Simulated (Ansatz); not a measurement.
Reaction (SMILES): [OH] (OH) → [OH-] (an electron is taken up)
B3LYP-D3(BJ)/def2-TZVP geometries, fixed; electronic energies without zero-point terms; positive where energy is released.
Largest species:
```xyz
2

O      0.0000     0.0000    -0.1085
H      0.0000     0.0000     0.8682
```
Charge 0, spin multiplicity 2.

Effect of the final integration grid (spheres per factor e of radius in core and valence, angular degree) at PBE/aug-cc-pVQZ with Ansatz (an electronic-structure program), against the last row, where the adiabatic electron affinity is 1.97 eV. Open shells are unrestricted. The default's grid is 13, 11, 36.

```tsv
setting	largest shift of a total energy (mEh)	shift of the adiabatic electron affinity (eV)
accuracy: medium (default)	0.000	0.000
final_grid: 4, 3, 11	-0.298	0.005
final_grid: 6, 5, 17	-0.008	0.000
final_grid: 8, 7, 23	-0.001	0.000
final_grid: 10, 9, 29	0.000	0.000
final_grid: 18, 15, 47	0.000	0.000
final_grid: 26, 22, 59	0.000	0.000
```

Within 0.002 eV in the adiabatic electron affinity: accuracy: medium (default); final_grid: 6, 5, 17; final_grid: 8, 7, 23; final_grid: 10, 9, 29; final_grid: 18, 15, 47. The largest shift is 0.298 mEh in a total energy and 0.005 eV in the difference.
